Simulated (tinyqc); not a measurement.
UHF in the sto-3g basis, for LiH, spin multiplicity 3, step by step (part 1 of 2). This run ends on a higher stationary point, not on the lowest solution. Computed by tinyqc, a small Python program that keeps every step (integrals from PySCF). Settings: charge = 0, multiplicity = 3, basis = sto-3g, energy threshold = 1e-10, iteration cap = 54, orthogonalisation = symmetric, start = highest core orbitals, DIIS depth = 4, method = UHF. Command: `OMP_NUM_THREADS=1 python tinyqc.py 30793 30794 out.jsonl` (the two numbers bound the seeds that draw the settings). One thread of a shared host (Intel(R) Xeon(R) Processor @ 2.60GHz), about 0.09 s of CPU time with the checks. Later iterations appear only in the table of the cycle.

## One-electron integrals

Geometry (angstrom):
```
atom       x       y       z
Li    0.0000  0.0000  0.0000
H     0.0000  0.0000  2.6820
```

Basis sto-3g: exponents (1/bohr^2) and contraction coefficients of normalised primitives:
```
element  l (shell)  exponent  coefficient
Li           s (1)   16.1196       0.1543
Li           s (1)    2.9362       0.5353
Li           s (1)    0.7947       0.4446
Li           s (2)    0.6363      -0.1000
Li           s (2)    0.1479       0.3995
Li           s (2)    0.0481       0.7001
Li           p (3)    0.6363       0.1559
Li           p (3)    0.1479       0.6077
Li           p (3)    0.0481       0.3920
H            s (1)    3.4253       0.1543
H            s (1)    0.6239       0.5353
H            s (1)    0.1689       0.4446
```

Overlap, kinetic and nuclear-attraction integrals over the contracted functions; the nuclear repulsion is the sum of Za Zb / Rab.

nuclear repulsion = 0.591921 hartree

overlap S, order 1Li 1s, 1Li 2s, 1Li 2px, 1Li 2py, 1Li 2pz, 2H 1s:
```
[[1.0000, 0.2411, 0.0000, 0.0000, 0.0000, 0.0050],
 [0.2411, 1.0000, 0.0000, 0.0000, 0.0000, 0.1674],
 [0.0000, 0.0000, 1.0000, 0.0000, 0.0000, 0.0000],
 [0.0000, 0.0000, 0.0000, 1.0000, 0.0000, 0.0000],
 [0.0000, 0.0000, 0.0000, 0.0000, 1.0000, 0.2549],
 [0.0050, 0.1674, 0.0000, 0.0000, 0.2549, 1.0000]]
```

kinetic energy T (hartree), order 1Li 1s, 1Li 2s, 1Li 2px, 1Li 2py, 1Li 2pz, 2H 1s:
```
[[3.5768, -0.0202, 0.0000, 0.0000, 0.0000, -0.0034],
 [-0.0202, 0.1022, 0.0000, 0.0000, 0.0000, 0.0009],
 [0.0000, 0.0000, 0.3197, 0.0000, 0.0000, 0.0000],
 [0.0000, 0.0000, 0.0000, 0.3197, 0.0000, 0.0000],
 [0.0000, 0.0000, 0.0000, 0.0000, 0.3197, 0.0159],
 [-0.0034, 0.0009, 0.0000, 0.0000, 0.0159, 0.7600]]
```

nuclear attraction V (hartree), order 1Li 1s, 1Li 2s, 1Li 2px, 1Li 2py, 1Li 2pz, 2H 1s:
```
[[-8.1802, -1.0119, 0.0000, 0.0000, -0.0057, -0.0187],
 [-1.0119, -1.4016, 0.0000, 0.0000, -0.0653, -0.2320],
 [0.0000, 0.0000, -1.3768, 0.0000, 0.0000, 0.0000],
 [0.0000, 0.0000, 0.0000, -1.3768, 0.0000, 0.0000],
 [-0.0057, -0.0653, 0.0000, 0.0000, -1.4216, -0.3560],
 [-0.0187, -0.2320, 0.0000, 0.0000, -0.3560, -1.8185]]
```

core Hamiltonian H = T + V (hartree), order 1Li 1s, 1Li 2s, 1Li 2px, 1Li 2py, 1Li 2pz, 2H 1s:
```
[[-4.6034, -1.0322, 0.0000, 0.0000, -0.0057, -0.0220],
 [-1.0322, -1.2994, 0.0000, 0.0000, -0.0653, -0.2310],
 [0.0000, 0.0000, -1.0571, 0.0000, 0.0000, 0.0000],
 [0.0000, 0.0000, 0.0000, -1.0571, 0.0000, 0.0000],
 [-0.0057, -0.0653, 0.0000, 0.0000, -1.1020, -0.3401],
 [-0.0220, -0.2310, 0.0000, 0.0000, -0.3401, -1.0585]]
```

## Two-electron integrals

Functions are numbered as in S; the eight-fold symmetry (ij|kl) = (ji|kl) = (kl|ij) leaves the list below.

Two-electron integrals (ij|kl) in chemists' order, unique and non-zero (hartree):
```
(11|11) 1.6804     (21|11) 0.2654     (21|21) 0.0499     (22|11) 0.3977
(22|21) 0.0929     (22|22) 0.2906     (31|31) 0.0090     (32|31) 0.0138
(32|32) 0.0642     (33|11) 0.3966     (33|21) 0.0929     (33|22) 0.2905
(33|33) 0.3129     (41|41) 0.0090     (42|41) 0.0138     (42|42) 0.0642
(43|43) 0.0169     (44|11) 0.3966     (44|21) 0.0929     (44|22) 0.2905
(44|33) 0.2792     (44|44) 0.3129     (51|51) 0.0090     (52|51) 0.0138
(52|52) 0.0642     (53|53) 0.0169     (54|54) 0.0169     (55|11) 0.3966
(55|21) 0.0929     (55|22) 0.2905     (55|33) 0.2792     (55|44) 0.2792
(55|55) 0.3129     (61|11) 0.0049     (61|21) 0.0010     (61|22) 0.0019
(61|33) 0.0019     (61|44) 0.0019     (61|51) 1.49e-04   (61|52) 3.01e-04
(61|55) 0.0020     (61|61) 2.15e-05   (62|11) 0.0420     (62|21) 0.0101
(62|22) 0.0379     (62|33) 0.0356     (62|44) 0.0356     (62|51) 0.0014
(62|52) 0.0120     (62|55) 0.0425     (62|61) 2.48e-04   (62|62) 0.0123
(63|31) 4.00e-04   (63|32) 0.0026     (63|53) 0.0013     (63|63) 4.66e-04
(64|41) 4.00e-04   (64|42) 0.0026     (64|54) 0.0013     (64|64) 4.66e-04
(65|11) 0.0619     (65|21) 0.0149     (65|22) 0.0568     (65|33) 0.0531
(65|44) 0.0531     (65|51) 0.0022     (65|52) 0.0187     (65|55) 0.0643
(65|61) 3.71e-04   (65|62) 0.0193     (65|65) 0.0304     (66|11) 0.1973
(66|21) 0.0476     (66|22) 0.1933     (66|33) 0.1795     (66|44) 0.1795
(66|51) 0.0057     (66|52) 0.0631     (66|55) 0.2207     (66|61) 0.0012
(66|62) 0.0865     (66|65) 0.1378     (66|66) 0.7746
```

## Orthogonalisation

S = U s U^T; symmetric (Loewdin) form X = U s^(-1/2) U^T, so that X^T S X = 1.

eigenvalues of S: [0.6565, 0.8199, 1.0000, 1.0000, 1.1755, 1.3481]

X, order 1Li 1s, 1Li 2s, 1Li 2px, 1Li 2py, 1Li 2pz, 2H 1s:
```
[[1.0232, -0.1273, 0.0000, 0.0000, -0.0031, 0.0142],
 [-0.1273, 1.0350, 0.0000, 0.0000, 0.0179, -0.0920],
 [0.0000, 0.0000, 1.0000, 0.0000, 0.0000, 0.0000],
 [0.0000, 0.0000, 0.0000, 1.0000, 0.0000, 0.0000],
 [-0.0031, 0.0179, 0.0000, 0.0000, 1.0262, -0.1356],
 [0.0142, -0.0920, 0.0000, 0.0000, -0.1356, 1.0379]]
```

## Starting guess

The start is the highest orbitals of the core Hamiltonian (a deliberately bad start); D(s) = C_occ C_occ^T for each spin.

D(alpha) at the start, order 1Li 1s, 1Li 2s, 1Li 2px, 1Li 2py, 1Li 2pz, 2H 1s:
```
[[0.0005, -0.0024, 0.0000, 0.0000, -0.0144, 0.0204],
 [-0.0024, 0.0129, 0.0000, 0.0000, 0.0762, -0.1075],
 [0.0000, 0.0000, 1.0000, 0.0000, 0.0000, 0.0000],
 [0.0000, 0.0000, 0.0000, 1.0000, 0.0000, 0.0000],
 [-0.0144, 0.0762, 0.0000, 0.0000, 0.4508, -0.6359],
 [0.0204, -0.1075, 0.0000, 0.0000, -0.6359, 0.8971]]
```

D(beta) at the start, order 1Li 1s, 1Li 2s, 1Li 2px, 1Li 2py, 1Li 2pz, 2H 1s:
```
[[0.0005, -0.0024, 0.0000, 0.0000, -0.0144, 0.0204],
 [-0.0024, 0.0129, 0.0000, 0.0000, 0.0762, -0.1075],
 [0.0000, 0.0000, 0.0000, 0.0000, 0.0000, 0.0000],
 [0.0000, 0.0000, 0.0000, 0.0000, 0.0000, 0.0000],
 [-0.0144, 0.0762, 0.0000, 0.0000, 0.4508, -0.6359],
 [0.0204, -0.1075, 0.0000, 0.0000, -0.6359, 0.8971]]
```

## Iteration 1: building the Fock matrix

J_ij = sum D_kl (ij|kl) with D = D(alpha) + D(beta), K_ij = sum D_kl (ik|jl) for each spin; F = H + J - K(s); E = tr D H + tr D J / 2 - 0.5 sum_s tr D(s) K(s) + E_nn.

Coulomb J (hartree), order 1Li 1s, 1Li 2s, 1Li 2px, 1Li 2py, 1Li 2pz, 2H 1s:
```
[[1.3390, 0.3149, 0.0000, 0.0000, 0.0078, 0.0066],
 [0.3149, 1.0359, 0.0000, 0.0000, 0.0792, 0.2148],
 [0.0000, 0.0000, 1.0226, 0.0000, 0.0000, 0.0000],
 [0.0000, 0.0000, 0.0000, 1.0226, 0.0000, 0.0000],
 [0.0078, 0.0792, 0.0000, 0.0000, 1.0618, 0.3327],
 [0.0066, 0.2148, 0.0000, 0.0000, 0.3327, 1.5835]]
```

exchange K(alpha) (hartree), order 1Li 1s, 1Li 2s, 1Li 2px, 1Li 2py, 1Li 2pz, 2H 1s:
```
[[0.0220, 0.0327, 0.0000, 0.0000, -0.0004, -0.0018],
 [0.0327, 0.1486, 0.0000, 0.0000, -0.0032, 0.0232],
 [0.0000, 0.0000, 0.3363, 0.0000, 0.0000, 0.0000],
 [0.0000, 0.0000, 0.0000, 0.3363, 0.0000, 0.0000],
 [-0.0004, -0.0032, 0.0000, 0.0000, 0.1172, -0.0083],
 [-0.0018, 0.0232, 0.0000, 0.0000, -0.0083, 0.5187]]
```

exchange K(beta) (hartree), order 1Li 1s, 1Li 2s, 1Li 2px, 1Li 2py, 1Li 2pz, 2H 1s:
```
[[0.0040, 0.0052, 0.0000, 0.0000, -0.0004, -0.0026],
 [0.0052, 0.0203, 0.0000, 0.0000, -0.0032, 0.0180],
 [0.0000, 0.0000, 0.0065, 0.0000, 0.0000, 0.0000],
 [0.0000, 0.0000, 0.0000, 0.0065, 0.0000, 0.0000],
 [-0.0004, -0.0032, 0.0000, 0.0000, 0.0834, -0.0110],
 [-0.0026, 0.0180, 0.0000, 0.0000, -0.0110, 0.5178]]
```

F(alpha) (hartree), order 1Li 1s, 1Li 2s, 1Li 2px, 1Li 2py, 1Li 2pz, 2H 1s:
```
[[-3.2863, -0.7500, 0.0000, 0.0000, 0.0025, -0.0136],
 [-0.7500, -0.4121, 0.0000, 0.0000, 0.0170, -0.0394],
 [0.0000, 0.0000, -0.3709, 0.0000, 0.0000, 0.0000],
 [0.0000, 0.0000, 0.0000, -0.3709, 0.0000, 0.0000],
 [0.0025, 0.0170, 0.0000, 0.0000, -0.1573, 0.0010],
 [-0.0136, -0.0394, 0.0000, 0.0000, 0.0010, 0.0063]]
```

F(beta) (hartree), order 1Li 1s, 1Li 2s, 1Li 2px, 1Li 2py, 1Li 2pz, 2H 1s:
```
[[-3.2684, -0.7224, 0.0000, 0.0000, 0.0025, -0.0128],
 [-0.7224, -0.2837, 0.0000, 0.0000, 0.0170, -0.0342],
 [0.0000, 0.0000, -0.0410, 0.0000, 0.0000, 0.0000],
 [0.0000, 0.0000, 0.0000, -0.0410, 0.0000, 0.0000],
 [0.0025, 0.0170, 0.0000, 0.0000, -0.1235, 0.0037],
 [-0.0128, -0.0342, 0.0000, 0.0000, 0.0037, 0.0072]]
```

total energy of this density = -1.877476 hartree

## Iteration 1: diagonalisation and new density

Diagonalise F' = X^T F X, C = X C', fill 3 alpha and 1 beta electrons from the bottom; D(s) = C_occ C_occ^T. Each column has its largest component positive (the first on a tie).

F' = X^T F X (alpha) (hartree):
```
[[-3.2520, -0.3238, 0.0000, 0.0000, -0.0006, 0.0100],
 [-0.3238, -0.2892, 0.0000, 0.0000, 0.0154, -0.0181],
 [0.0000, 0.0000, -0.3709, 0.0000, 0.0000, 0.0000],
 [0.0000, 0.0000, 0.0000, -0.3709, 0.0000, 0.0000],
 [-0.0006, 0.0154, 0.0000, 0.0000, -0.1651, 0.0198],
 [0.0100, -0.0181, 0.0000, 0.0000, 0.0198, 0.0089]]
```

orbital energies (alpha) (hartree): [-3.2870, -0.3709, -0.3709, -0.2587, -0.1640, 0.0123]

coefficients C (alpha), order 1Li 1s, 1Li 2s, 1Li 2px, 1Li 2py, 1Li 2pz, 2H 1s:
```
[[1.0035, 0.0000, 0.0000, -0.2299, -0.0482, 0.0316],
 [-0.0152, 0.0000, 0.0000, 1.0113, 0.2200, -0.1572],
 [0.0000, -0.1182, 0.9930, 0.0000, 0.0000, 0.0000],
 [0.0000, 0.9930, 0.1182, 0.0000, 0.0000, 0.0000],
 [-0.0012, 0.0000, 0.0000, -0.1770, 1.0196, -0.0281],
 [0.0018, 0.0000, 0.0000, 0.0193, -0.2446, 1.0218]]
```

F' = X^T F X (beta) (hartree):
```
[[-3.2383, -0.3134, 0.0000, 0.0000, -0.0005, 0.0093],
 [-0.3134, -0.1597, 0.0000, 0.0000, 0.0173, -0.0242],
 [0.0000, 0.0000, -0.0410, 0.0000, 0.0000, 0.0000],
 [0.0000, 0.0000, 0.0000, -0.0410, 0.0000, 0.0000],
 [-0.0005, 0.0173, 0.0000, 0.0000, -0.1303, 0.0178],
 [0.0093, -0.0242, 0.0000, 0.0000, 0.0178, 0.0099]]
```

orbital energies (beta) (hartree): [-3.2699, -0.1521, -0.1121, -0.0410, -0.0410, 0.0157]

coefficients C (beta), order 1Li 1s, 1Li 2s, 1Li 2px, 1Li 2py, 1Li 2pz, 2H 1s:
```
[[1.0052, 0.1538, -0.1626, 0.0000, 0.0000, 0.0521],
 [-0.0227, -0.6926, 0.7426, 0.0000, 0.0000, -0.2538],
 [0.0000, 0.0000, 0.0000, -0.2386, 0.9711, 0.0000],
 [0.0000, 0.0000, 0.0000, 0.9711, 0.2386, 0.0000],
 [-0.0014, 0.7283, 0.7351, 0.0000, 0.0000, -0.0323],
 [0.0029, -0.2207, -0.1194, 0.0000, 0.0000, 1.0204]]
```

D(alpha) after iteration 1, order 1Li 1s, 1Li 2s, 1Li 2px, 1Li 2py, 1Li 2pz, 2H 1s:
```
[[1.0071, -0.0153, 0.0000, 0.0000, -0.0012, 0.0018],
 [-0.0153, 0.0002, 0.0000, 0.0000, 0.0000, 0.0000],
 [0.0000, 0.0000, 1.0000, 0.0000, 0.0000, 0.0000],
 [0.0000, 0.0000, 0.0000, 1.0000, 0.0000, 0.0000],
 [-0.0012, 0.0000, 0.0000, 0.0000, 0.0000, 0.0000],
 [0.0018, 0.0000, 0.0000, 0.0000, 0.0000, 0.0000]]
```

D(beta) after iteration 1, order 1Li 1s, 1Li 2s, 1Li 2px, 1Li 2py, 1Li 2pz, 2H 1s:
```
[[1.0105, -0.0228, 0.0000, 0.0000, -0.0014, 0.0029],
 [-0.0228, 0.0005, 0.0000, 0.0000, 0.0000, -0.0001],
 [0.0000, 0.0000, 0.0000, 0.0000, 0.0000, 0.0000],
 [0.0000, 0.0000, 0.0000, 0.0000, 0.0000, 0.0000],
 [-0.0014, 0.0000, 0.0000, 0.0000, 0.0000, 0.0000],
 [0.0029, -0.0001, 0.0000, 0.0000, 0.0000, 0.0000]]
```

Within a degenerate level the vectors are fixed only up to a rotation; this is one choice.

## Iteration 2: building the Fock matrix

As before.

Coulomb J (hartree), order 1Li 1s, 1Li 2s, 1Li 2px, 1Li 2py, 1Li 2pz, 2H 1s:
```
[[4.1638, 0.7175, 0.0000, 0.0000, 0.0000, 0.0136],
 [0.7175, 1.3766, 0.0000, 0.0000, -0.0001, 0.1552],
 [0.0000, 0.0000, 1.3856, 0.0000, 0.0000, 0.0000],
 [0.0000, 0.0000, 0.0000, 1.3856, 0.0000, 0.0000],
 [0.0000, -0.0001, 0.0000, 0.0000, 1.3518, 0.2299],
 [0.0136, 0.1552, 0.0000, 0.0000, 0.2299, 0.7535]]
```

exchange K(alpha) (hartree), order 1Li 1s, 1Li 2s, 1Li 2px, 1Li 2py, 1Li 2pz, 2H 1s:
```
[[1.7022, 0.2882, 0.0000, 0.0000, -0.0004, 0.0054],
 [0.2882, 0.1759, 0.0000, 0.0000, -0.0001, 0.0061],
 [0.0000, 0.0000, 0.3385, 0.0000, 0.0000, 0.0000],
 [0.0000, 0.0000, 0.0000, 0.3385, 0.0000, 0.0000],
 [-0.0004, -0.0001, 0.0000, 0.0000, 0.0424, 0.0028],
 [0.0054, 0.0061, 0.0000, 0.0000, 0.0028, 0.0009]]
```

exchange K(beta) (hartree), order 1Li 1s, 1Li 2s, 1Li 2px, 1Li 2py, 1Li 2pz, 2H 1s:
```
[[1.6859, 0.2581, 0.0000, 0.0000, -0.0004, 0.0045],
 [0.2581, 0.0464, 0.0000, 0.0000, -0.0001, 0.0008],
 [0.0000, 0.0000, 0.0085, 0.0000, 0.0000, 0.0000],
 [0.0000, 0.0000, 0.0000, 0.0085, 0.0000, 0.0000],
 [-0.0004, -0.0001, 0.0000, 0.0000, 0.0085, 0.0001],
 [0.0045, 0.0008, 0.0000, 0.0000, 0.0001, 0.0000]]
```

F(alpha) (hartree), order 1Li 1s, 1Li 2s, 1Li 2px, 1Li 2py, 1Li 2pz, 2H 1s:
```
[[-2.1419, -0.6028, 0.0000, 0.0000, -0.0054, -0.0138],
 [-0.6028, -0.0987, 0.0000, 0.0000, -0.0653, -0.0819],
 [0.0000, 0.0000, -0.0100, 0.0000, 0.0000, 0.0000],
 [0.0000, 0.0000, 0.0000, -0.0100, 0.0000, 0.0000],
 [-0.0054, -0.0653, 0.0000, 0.0000, 0.2075, -0.1130],
 [-0.0138, -0.0819, 0.0000, 0.0000, -0.1130, -0.3059]]
```

F(beta) (hartree), order 1Li 1s, 1Li 2s, 1Li 2px, 1Li 2py, 1Li 2pz, 2H 1s:
```
[[-2.1256, -0.5728, 0.0000, 0.0000, -0.0054, -0.0129],
 [-0.5728, 0.0308, 0.0000, 0.0000, -0.0653, -0.0767],
 [0.0000, 0.0000, 0.3199, 0.0000, 0.0000, 0.0000],
 [0.0000, 0.0000, 0.0000, 0.3199, 0.0000, 0.0000],
 [-0.0054, -0.0653, 0.0000, 0.0000, 0.2414, -0.1103],
 [-0.0129, -0.0767, 0.0000, 0.0000, -0.1103, -0.3050]]
```

total energy of this density = -7.210665 hartree

## Iteration 2: DIIS over 2 matrices

error matrix X^T (FDS - SDF) X (alpha):
```
[[0.0000, 0.1221, 0.0000, 0.0000, 0.0080, -0.0069],
 [-0.1221, 0.0000, 0.0000, 0.0000, 0.0009, -0.0005],
 [0.0000, 0.0000, 0.0000, 0.0000, 0.0000, 0.0000],
 [0.0000, 0.0000, 0.0000, 0.0000, 0.0000, 0.0000],
 [-0.0080, -0.0009, 0.0000, 0.0000, 0.0000, 0.0000],
 [0.0069, 0.0005, 0.0000, 0.0000, 0.0000, 0.0000]]
```

B (overlaps of the stored error matrices):
```
[[2.7757458e-02, 3.9474996e-05],
 [3.9474996e-05, 5.5896407e-02]]
```

Minimise |sum c_i e_i|^2 with sum c_i = 1: solve [B -1; -1 0][c; lambda] = [0; -1] with B_ij = tr e_i^T e_j summed over both spins, and take F = sum c_i F_i.

DIIS coefficients: [0.6683, 0.3317]

extrapolated F(alpha) (hartree), order 1Li 1s, 1Li 2s, 1Li 2px, 1Li 2py, 1Li 2pz, 2H 1s:
```
[[-2.9068, -0.7012, 0.0000, 0.0000, -0.0001, -0.0137],
 [-0.7012, -0.3081, 0.0000, 0.0000, -0.0103, -0.0535],
 [0.0000, 0.0000, -0.2512, 0.0000, 0.0000, 0.0000],
 [0.0000, 0.0000, 0.0000, -0.2512, 0.0000, 0.0000],
 [-0.0001, -0.0103, 0.0000, 0.0000, -0.0363, -0.0368],
 [-0.0137, -0.0535, 0.0000, 0.0000, -0.0368, -0.0973]]
```

extrapolated F(beta) (hartree), order 1Li 1s, 1Li 2s, 1Li 2px, 1Li 2py, 1Li 2pz, 2H 1s:
```
[[-2.8894, -0.6728, 0.0000, 0.0000, -0.0001, -0.0128],
 [-0.6728, -0.1794, 0.0000, 0.0000, -0.0103, -0.0483],
 [0.0000, 0.0000, 0.0787, 0.0000, 0.0000, 0.0000],
 [0.0000, 0.0000, 0.0000, 0.0787, 0.0000, 0.0000],
 [-0.0001, -0.0103, 0.0000, 0.0000, -0.0025, -0.0341],
 [-0.0128, -0.0483, 0.0000, 0.0000, -0.0341, -0.0963]]
```

## Iteration 2: diagonalisation and new density

As before.

F' = X^T F X (alpha) (hartree):
```
[[-2.8656, -0.3346, 0.0000, 0.0000, -0.0012, 0.0125],
 [-0.3346, -0.1836, 0.0000, 0.0000, -0.0049, -0.0304],
 [0.0000, 0.0000, -0.2512, 0.0000, 0.0000, 0.0000],
 [0.0000, 0.0000, 0.0000, -0.2512, 0.0000, 0.0000],
 [-0.0012, -0.0049, 0.0000, 0.0000, -0.0300, -0.0215],
 [0.0125, -0.0304, 0.0000, 0.0000, -0.0215, -0.0869]]
```

orbital energies (alpha) (hartree): [-2.9068, -0.2512, -0.2512, -0.1582, -0.0786, -0.0225]

coefficients C (alpha), order 1Li 1s, 1Li 2s, 1Li 2px, 1Li 2py, 1Li 2pz, 2H 1s:
```
[[1.0000, 0.0000, 0.0000, -0.2182, 0.1235, -0.0227],
 [0.0001, 0.0000, 0.0000, 0.8977, -0.5288, 0.1033],
 [0.0000, -0.0509, 0.9987, 0.0000, 0.0000, 0.0000],
 [0.0000, 0.9987, 0.0509, 0.0000, 0.0000, 0.0000],
 [0.0001, 0.0000, 0.0000, 0.0652, 0.2142, 1.0108],
 [-0.0003, 0.0000, 0.0000, 0.3482, 0.8651, -0.4843]]
```

F' = X^T F X (beta) (hartree):
```
[[-2.8527, -0.3233, 0.0000, 0.0000, -0.0011, 0.0117],
 [-0.3233, -0.0539, 0.0000, 0.0000, -0.0030, -0.0365],
 [0.0000, 0.0000, 0.0787, 0.0000, 0.0000, 0.0000],
 [0.0000, 0.0000, 0.0000, 0.0787, 0.0000, 0.0000],
 [-0.0011, -0.0030, 0.0000, 0.0000, 0.0049, -0.0234],
 [0.0117, -0.0365, 0.0000, 0.0000, -0.0234, -0.0860]]
```

orbital energies (beta) (hartree): [-2.8896, -0.1070, -0.0039, 0.0128, 0.0787, 0.0787]

coefficients C (beta), order 1Li 1s, 1Li 2s, 1Li 2px, 1Li 2py, 1Li 2pz, 2H 1s:
```
[[1.0021, -0.0782, -0.2109, -0.0917, 0.0000, 0.0000],
 [-0.0090, 0.3197, 0.9117, 0.4032, 0.0000, 0.0000],
 [0.0000, 0.0000, 0.0000, 0.0000, -0.5940, 0.8045],
 [0.0000, 0.0000, 0.0000, 0.0000, 0.8045, 0.5940],
 [-0.0002, 0.0882, -0.3974, 0.9519, 0.0000, 0.0000],
 [0.0009, 0.8739, -0.2985, -0.5013, 0.0000, 0.0000]]
```

D(alpha) after iteration 2, order 1Li 1s, 1Li 2s, 1Li 2px, 1Li 2py, 1Li 2pz, 2H 1s:
```
[[0.9999, 0.0001, 0.0000, 0.0000, 0.0001, -0.0003],
 [0.0001, 0.0000, 0.0000, 0.0000, 0.0000, 0.0000],
 [0.0000, 0.0000, 1.0000, 0.0000, 0.0000, 0.0000],
 [0.0000, 0.0000, 0.0000, 1.0000, 0.0000, 0.0000],
 [0.0001, 0.0000, 0.0000, 0.0000, 0.0000, 0.0000],
 [-0.0003, 0.0000, 0.0000, 0.0000, 0.0000, 0.0000]]
```

D(beta) after iteration 2, order 1Li 1s, 1Li 2s, 1Li 2px, 1Li 2py, 1Li 2pz, 2H 1s:
```
[[1.0043, -0.0090, 0.0000, 0.0000, -0.0002, 0.0009],
 [-0.0090, 0.0001, 0.0000, 0.0000, 0.0000, 0.0000],
 [0.0000, 0.0000, 0.0000, 0.0000, 0.0000, 0.0000],
 [0.0000, 0.0000, 0.0000, 0.0000, 0.0000, 0.0000],
 [-0.0002, 0.0000, 0.0000, 0.0000, 0.0000, 0.0000],
 [0.0009, 0.0000, 0.0000, 0.0000, 0.0000, 0.0000]]
```

Within a degenerate level the vectors are fixed only up to a rotation; this is one choice.

## Iteration 3: building the Fock matrix

As before.

Coulomb J (hartree), order 1Li 1s, 1Li 2s, 1Li 2px, 1Li 2py, 1Li 2pz, 2H 1s:
```
[[4.1565, 0.7168, 0.0000, 0.0000, 0.0000, 0.0136],
 [0.7168, 1.3765, 0.0000, 0.0000, 0.0000, 0.1552],
 [0.0000, 0.0000, 1.3855, 0.0000, 0.0000, 0.0000],
 [0.0000, 0.0000, 0.0000, 1.3855, 0.0000, 0.0000],
 [0.0000, 0.0000, 0.0000, 0.0000, 1.3517, 0.2299],
 [0.0136, 0.1552, 0.0000, 0.0000, 0.2299, 0.7535]]
```

exchange K(alpha) (hartree), order 1Li 1s, 1Li 2s, 1Li 2px, 1Li 2py, 1Li 2pz, 2H 1s:
```
[[1.6983, 0.2930, 0.0000, 0.0000, 0.0000, 0.0057],
 [0.2930, 0.1783, 0.0000, 0.0000, 0.0000, 0.0062],
 [0.0000, 0.0000, 0.3388, 0.0000, 0.0000, 0.0000],
 [0.0000, 0.0000, 0.0000, 0.3388, 0.0000, 0.0000],
 [0.0000, 0.0000, 0.0000, 0.0000, 0.0427, 0.0028],
 [0.0057, 0.0062, 0.0000, 0.0000, 0.0028, 0.0010]]
```

exchange K(beta) (hartree), order 1Li 1s, 1Li 2s, 1Li 2px, 1Li 2py, 1Li 2pz, 2H 1s:
```
[[1.6828, 0.2626, 0.0000, 0.0000, 0.0000, 0.0047],
 [0.2626, 0.0485, 0.0000, 0.0000, 0.0000, 0.0009],
 [0.0000, 0.0000, 0.0088, 0.0000, 0.0000, 0.0000],
 [0.0000, 0.0000, 0.0000, 0.0088, 0.0000, 0.0000],
 [0.0000, 0.0000, 0.0000, 0.0000, 0.0088, 0.0001],
 [0.0047, 0.0009, 0.0000, 0.0000, 0.0001, 0.0000]]
```

F(alpha) (hartree), order 1Li 1s, 1Li 2s, 1Li 2px, 1Li 2py, 1Li 2pz, 2H 1s:
```
[[-2.1453, -0.6084, 0.0000, 0.0000, -0.0058, -0.0141],
 [-0.6084, -0.1012, 0.0000, 0.0000, -0.0653, -0.0820],
 [0.0000, 0.0000, -0.0105, 0.0000, 0.0000, 0.0000],
 [0.0000, 0.0000, 0.0000, -0.0105, 0.0000, 0.0000],
 [-0.0058, -0.0653, 0.0000, 0.0000, 0.2071, -0.1130],
 [-0.0141, -0.0820, 0.0000, 0.0000, -0.1130, -0.3059]]
```

F(beta) (hartree), order 1Li 1s, 1Li 2s, 1Li 2px, 1Li 2py, 1Li 2pz, 2H 1s:
```
[[-2.1297, -0.5779, 0.0000, 0.0000, -0.0057, -0.0132],
 [-0.5779, 0.0286, 0.0000, 0.0000, -0.0653, -0.0768],
 [0.0000, 0.0000, 0.3196, 0.0000, 0.0000, 0.0000],
 [0.0000, 0.0000, 0.0000, 0.3196, 0.0000, 0.0000],
 [-0.0057, -0.0653, 0.0000, 0.0000, 0.2410, -0.1103],
 [-0.0132, -0.0768, 0.0000, 0.0000, -0.1103, -0.3050]]
```

total energy of this density = -7.216497 hartree
